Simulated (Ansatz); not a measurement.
**A workflow on C3H6 (SMILES C=CC)**

Aim: a series of 24 runs (HF/STO-3G, UHF/STO-3G, HF/3-21G, UHF/3-21G, HF/6-31G*, UHF/6-31G*, B3LYP/6-31G*, UB3LYP/6-31G*, and more) of C3H6. 

The calculation is run with Ansatz 0.2.0.

## Step 1: The structure to begin with

The species is C3H6 (9 atoms), meant as a singlet with charge 0. SMILES: `C=CC`. Geometry: relaxed at PBE0-D4/def2-TZVP. The run starts from this shape.

Bond lengths: C1–C2 1.325 Å, C2–C3 1.490 Å, C1–H4 1.086 Å, C1–H5 1.084 Å, C2–H6 1.088 Å, C3–H7 1.095 Å, C3–H8 1.095 Å, C3–H9 1.092 Å. Some angles: C1–C2–C3 125.1°, C1–C2–H6 118.7°, C3–C2–H6 116.2°, C2–C1–H4 121.4°, C2–C1–H5 121.6°, C2–C3–H7 111.0°, C2–C3–H8 111.0°, C2–C3–H9 111.5°, H4–C1–H5 117.0°, H7–C3–H8 106.6°.

## Step 2: A geometry optimisation at HF/STO-3G (run 1)

Input file molecule.yaml:

```yaml
crystal:
  periodic: [false, false, false]
  atoms:
    - {symbol: C, position_ang: [-1.129400, 0.554100, -0.580200]}
    - {symbol: C, position_ang: [0.157600, 0.266300, -0.447400]}
    - {symbol: C, position_ang: [0.744900, -0.543600, 0.656400]}
    - {symbol: H, position_ang: [-1.864800, 0.202700, 0.137400]}
    - {symbol: H, position_ang: [-1.495500, 1.149800, -1.408200]}
    - {symbol: H, position_ang: [0.857000, 0.641500, -1.192300]}
    - {symbol: H, position_ang: [1.261600, -1.425300, 0.264300]}
    - {symbol: H, position_ang: [1.490400, 0.033400, 1.212800]}
    - {symbol: H, position_ang: [-0.021900, -0.879100, 1.357300]}
basis:
  gaussian:
    orbitals: STO-3G
hamiltonian:
  xc: hf
relax:
  f_tol: 0.002
output: {orbitals: {seedname: orbitals}}
```

Command:

```bash
$ ansatz run molecule.yaml --threads 1 --pin off --max-ram 3480MiB --events-out events.jsonl --progress --plain --runs-dir runs
```

Standard output:

```text
Warning: RAYON_NUM_THREADS=1 ignored (pool sized by the plan → 1); use --threads N
The last accepted step is kept in runs//last_step.txt (removed where the run ends without a failure and the disk answers)
[... 62 lines left out ...]
Total energy: -3147.27699138 eV, -115.6602961322 hartree
[... 9 lines left out ...]
Dipole moment:     0.044800    -0.018774     0.018074 e Å
```

It took 1.5 s on 1 thread of Intel Xeon 6975P-C (Granite Rapids), shared host.

Step by step:

| step | energy from the first frame kept (eV) | largest force (eV/Å) |
| --- | --- | --- |
| 1 | 0.0000 | 2.4020 |
| 2 | -0.0345 | 0.3203 |
| 3 | -0.0361 | 0.0423 |
| 4 | -0.0360 | 0.0374 |
| 5 | -0.0362 | 0.0132 |
| 6 | -0.0362 | 0.0113 |
| 7 | -0.0362 | 0.0036 |
| 8 | -0.0362 | 0.0009 |

After the run. Bond lengths: C1–C2 1.308 Å, C2–C3 1.521 Å, C1–H4 1.081 Å, C1–H5 1.081 Å, C2–H6 1.085 Å, C3–H7 1.088 Å, C3–H8 1.088 Å, C3–H9 1.085 Å. Some angles: C1–C2–C3 124.9°, C1–C2–H6 119.9°, C3–C2–H6 115.2°, C2–C1–H4 122.2°, C2–C1–H5 122.0°, C2–C3–H7 110.6°, C2–C3–H8 110.6°, C2–C3–H9 111.0°, H4–C1–H5 115.8°, H7–C3–H8 107.6°.

## Step 3: Vibrational wavenumbers at HF/STO-3G (run 2)

Input file in.yaml:

```yaml
crystal:
  periodic: [false, false, false]
  atoms:
    - {symbol: C, position_ang: [-1.123974, 0.554607, -0.582132]}
    - {symbol: C, position_ang: [0.148300, 0.275227, -0.458952]}
    - {symbol: C, position_ang: [0.751794, -0.550845, 0.665943]}
    - {symbol: H, position_ang: [-1.860974, 0.207568, 0.129003]}
    - {symbol: H, position_ang: [-1.503365, 1.147511, -1.402527]}
    - {symbol: H, position_ang: [0.857152, 0.642233, -1.193995]}
    - {symbol: H, position_ang: [1.258566, -1.427124, 0.267138]}
    - {symbol: H, position_ang: [1.487168, 0.032342, 1.216259]}
    - {symbol: H, position_ang: [-0.014767, -0.881719, 1.359364]}
basis:
  gaussian: {orbitals: STO-3G}
hamiltonian: {xc: hf}
phonons: {temperatures: {t_min: 298.15, t_max: 298.15, t_step: 1}}
```

Command:

```bash
$ ansatz run in.yaml --threads 1 --pin off --max-ram 3480MiB --events-out events.jsonl --progress --plain --runs-dir runs
```

Standard output:

```text
Warning: RAYON_NUM_THREADS=1 ignored (pool sized by the plan → 1); use --threads N
[... 295 lines left out ...]
Total energy: -3147.27699130 eV, -115.6602961293 hartree
[... 9 lines left out ...]
Dipole moment:     0.044801    -0.018774     0.018074 e Å
Vibrations: 182.57 474.20 685.19 1074.45 1109.73 1154.20 1236.51 1283.00 1389.93 1543.10 1704.99 1742.85 1819.79 1827.26 2075.32 3558.87 3651.07 3706.60 3726.06 3753.97 3809.30 cm⁻¹, zero-point energy 2.573227 eV
```

Wall time 7.8 s (1 thread of Intel Xeon 6975P-C (Granite Rapids), shared host).

Runs 3 to 22 aren't shown in full; the table further down has their settings and results.

## Step 4: A geometry optimisation at CCSD/cc-pVDZ (run 23)

Input file in.yaml:

```yaml
basis:
  gaussian: {orbitals: cc-pVDZ}
crystal:
  periodic: [false, false, false]
  atoms:
    - symbol: C
      position_ang: [-1.129400, 0.554100, -0.580200]
    - symbol: C
      position_ang: [0.157600, 0.266300, -0.447400]
    - symbol: C
      position_ang: [0.744900, -0.543600, 0.656400]
    - symbol: H
      position_ang: [-1.864800, 0.202700, 0.137400]
    - symbol: H
      position_ang: [-1.495500, 1.149800, -1.408200]
    - symbol: H
      position_ang: [0.857000, 0.641500, -1.192300]
    - symbol: H
      position_ang: [1.261600, -1.425300, 0.264300]
    - symbol: H
      position_ang: [1.490400, 0.033400, 1.212800]
    - symbol: H
      position_ang: [-0.021900, -0.879100, 1.357300]
accuracy: high
correlation: {method: ccsd}
output: {orbitals: {seedname: orbitals}}
relax: {f_tol: 0.002}
scf: {omitted_lower_state_checks: [cluster_reference]}
```

Command:

```bash
$ ansatz run in.yaml --threads 1 --pin off --max-ram 3480MiB --events-out events.jsonl --progress --plain --runs-dir runs
```

Standard output:

```text
Warning: RAYON_NUM_THREADS=1 ignored (pool sized by the plan → 1); use --threads N
[... 1 set-up line as earlier in the session ...]
[... 11 lines left out ...]
3 core orbitals not correlated: weight in the atoms' cores, before any rotation towards them, 1.000 or more for the frozen orbitals, at most 0.000 for the correlated occupied ones
[... 119 lines left out ...]
3 core orbitals not correlated: weight in the atoms' cores, before any rotation towards them, 1.000 or more for the frozen orbitals, at most 0.000 for the correlated occupied ones
[... 93 lines left out ...]
Dipole moment:     0.054213    -0.023095     0.022424 e Å
Checks for a lower state left out: cluster_reference
```

It took 85 s on 1 thread of Intel Xeon 6975P-C (Granite Rapids), shared host; peak memory 0.53 GiB.

The path in brief:

| step | energy from the first frame kept (eV) | largest force (eV/Å) |
| --- | --- | --- |
| 1 | 0.0000 | 0.9201 |
| 2 | -0.0359 | 0.1329 |
| 3 | -0.0379 | 0.0372 |
| 4 | -0.0379 | 0.0118 |
| 5 | -0.0380 | 0.0030 |
| 6 | -0.0380 | 0.0010 |

After the run. Bond lengths: C1–C2 1.347 Å, C2–C3 1.510 Å, C1–H4 1.098 Å, C1–H5 1.096 Å, C2–H6 1.100 Å, C3–H7 1.106 Å, C3–H8 1.106 Å, C3–H9 1.104 Å. Some angles: C1–C2–C3 124.7°, C1–C2–H6 118.9°, C3–C2–H6 116.5°, C2–C1–H4 121.4°, C2–C1–H5 121.5°, C2–C3–H7 110.9°, C2–C3–H8 110.9°, C2–C3–H9 111.2°, H4–C1–H5 117.2°, H7–C3–H8 107.0°.

## Step 5: Vibrational wavenumbers at CCSD/cc-pVDZ (run 24)

Input file job.yaml:

```yaml
crystal:
  periodic: [false, false, false]
  atoms:
    - {symbol: C, position_ang: [-1.144250, 0.560318, -0.586004]}
    - {symbol: C, position_ang: [0.164811, 0.270856, -0.456135]}
    - {symbol: C, position_ang: [0.756128, -0.550714, 0.664668]}
    - {symbol: H, position_ang: [-1.883989, 0.202549, 0.142309]}
    - {symbol: H, position_ang: [-1.516752, 1.162646, -1.422737]}
    - {symbol: H, position_ang: [0.870249, 0.650893, -1.210328]}
    - {symbol: H, position_ang: [1.273884, -1.444706, 0.269001]}
    - {symbol: H, position_ang: [1.505551, 0.034013, 1.230617]}
    - {symbol: H, position_ang: [-0.025732, -0.886056, 1.368709]}
basis:
  gaussian:
    orbitals: cc-pVDZ
correlation:
  method: ccsd
accuracy: high
scf:
  omitted_lower_state_checks: [cluster_reference]
phonons:
  temperatures: {t_min: 298.15, t_max: 298.15, t_step: 1}
```

Command:

```bash
$ ansatz run job.yaml --threads 1 --pin off --max-ram 3480MiB --events-out events.jsonl --progress --plain --runs-dir runs
```

Standard output:

```text
Warning: RAYON_NUM_THREADS=1 ignored (pool sized by the plan → 1); use --threads N
[... 125 lines left out ...]
3 core orbitals not correlated: weight in the atoms' cores, before any rotation towards them, 1.000 or more for the frozen orbitals, at most 0.000 for the correlated occupied ones
[... 744 lines left out ...]
3 core orbitals not correlated: weight in the atoms' cores, before any rotation towards them, 1.000 or more for the frozen orbitals, at most 0.000 for the correlated occupied ones
[... 735 lines left out ...]
Dipole moment:     0.054213    -0.023095     0.022424 e Å
[... 1 line left out ...]
Checks for a lower state left out: cluster_reference
```

Run time: 11 min. Hardware: 1 thread of Intel Xeon 6975P-C (Granite Rapids), shared host; peak memory 0.53 GiB.

## Step 6: Overview of the runs

```
run                                level         task  walk f tol  partner  energy (Eh)  dipole moment (D)  wall time
  1                            HF/STO-3G     optimise       0.002     base  -115.660296               0.25      1.5 s
  2                            HF/STO-3G  frequencies           –     base  -115.660296               0.25      7.8 s
  3                           UHF/STO-3G       energy           –   cation  -115.386422                  –     0.08 s
  4                           UHF/STO-3G     optimise           –   cation  -115.407467                  –      1.1 s
  5                             HF/3-21G     optimise       0.002     base  -116.423995               0.31      1.5 s
  6                             HF/3-21G  frequencies           –     base  -116.423995               0.31      8.4 s
  7                            UHF/3-21G       energy           –   cation  -116.107253                  –     0.14 s
  8                            UHF/3-21G     optimise           –   cation  -116.117064                  –      1.2 s
  9      HF/6-31G* (Cartesian functions)     optimise       0.002     base  -117.071471               0.31      3.6 s
 10      HF/6-31G* (Cartesian functions)  frequencies           –     base  -117.071471               0.31       19 s
 11     UHF/6-31G* (Cartesian functions)       energy           –   cation  -116.764103                  –      0.3 s
 12     UHF/6-31G* (Cartesian functions)     optimise           –   cation  -116.773584                  –      3.9 s
 13   B3LYP/6-31G* (Cartesian functions)     optimise       0.002     base  -117.907560               0.36        6 s
 14   B3LYP/6-31G* (Cartesian functions)  frequencies           –     base  -117.907560               0.36       35 s
 15  UB3LYP/6-31G* (Cartesian functions)       energy           –   cation  -117.555832                  –      1.1 s
 16  UB3LYP/6-31G* (Cartesian functions)     optimise           –   cation  -117.564967                  –      7.5 s
 17                         PBE/def2-SVP     optimise       0.002     base  -117.646621               0.44      5.4 s
 18                         PBE/def2-SVP  frequencies           –     base  -117.646621               0.44       26 s
 19     MP2/6-31G* (Cartesian functions)     optimise       0.002     base  -117.455542               0.28      4.2 s
 20     MP2/6-31G* (Cartesian functions)  frequencies           –     base  -117.455542               0.28       30 s
 21    UMP2/6-31G* (Cartesian functions)       energy           –   cation  -117.104754                  –     0.32 s
 22    UMP2/6-31G* (Cartesian functions)     optimise           –   cation  -117.113100                  –      5.1 s
 23                         CCSD/cc-pVDZ     optimise       0.002     base  -117.543014               0.30       85 s
 24                         CCSD/cc-pVDZ  frequencies           –     base  -117.543014               0.30     11 min
```

## Step 7: Results

```
                                                                             quantity          value
                                                   run 24, CCSD/cc-pVDZ: total energy  -117.54301 Eh
                             run 24, CCSD/cc-pVDZ: dipole moment (correlated density)         0.30 D
                    run 24, CCSD/cc-pVDZ: correlation energy (3 core orbitals frozen)     -462.1 mEh
                                                  run 24, CCSD/cc-pVDZ: T1 diagnostic          0.009
                                       run 24, CCSD/cc-pVDZ: largest force on an atom     0.001 eV/Å
                                     run 24, CCSD/cc-pVDZ: lowest harmonic wavenumber       198 cm⁻¹
                                    run 24, CCSD/cc-pVDZ: highest harmonic wavenumber      3259 cm⁻¹
                                              run 24, CCSD/cc-pVDZ: zero-point energy   210.0 kJ/mol
                         vertical ionisation energy (to the doublet cation), HF/3-21G       8.619 eV
                        vertical ionisation energy (to the doublet cation), HF/6-31G*       8.364 eV
                     vertical ionisation energy (to the doublet cation), B3LYP/6-31G*       9.571 eV
                       vertical ionisation energy (to the doublet cation), MP2/6-31G*       9.545 eV
   adiabatic ionisation energy (to the doublet cation, no zero-point term), HF/STO-3G       6.880 eV
    adiabatic ionisation energy (to the doublet cation, no zero-point term), HF/3-21G       8.352 eV
   adiabatic ionisation energy (to the doublet cation, no zero-point term), HF/6-31G*       8.106 eV
adiabatic ionisation energy (to the doublet cation, no zero-point term), B3LYP/6-31G*       9.322 eV
```

At HF/3-21G: the vertical ionisation energy comes to 8.62 eV (199 kcal/mol). At HF/6-31G*: removing an electron at fixed nuclei costs 8.36 eV (193 kcal/mol). At B3LYP/6-31G*: the vertical ionisation energy comes to 9.57 eV (221 kcal/mol). At MP2/6-31G*: the vertical ionisation energy comes to 9.55 eV (220 kcal/mol). At HF/STO-3G: the adiabatic ionisation energy (to the doublet cation, no zero-point term) is 6.88 eV (159 kcal/mol). In a minimal basis such a difference can be off by several eV, whatever the method. Totals of different functionals can't be ranked against each other. In runs 19, 20, 23, 24 the log says that unrestricted orbitals would lower the reference, so the values rest on an unstable closed-shell determinant (other closed-shell runs at this shape may share the fault). In runs 1, 2, 3, 4 the basis is minimal, so the values are rough. All runs together took 15 min, the longest 11 min.
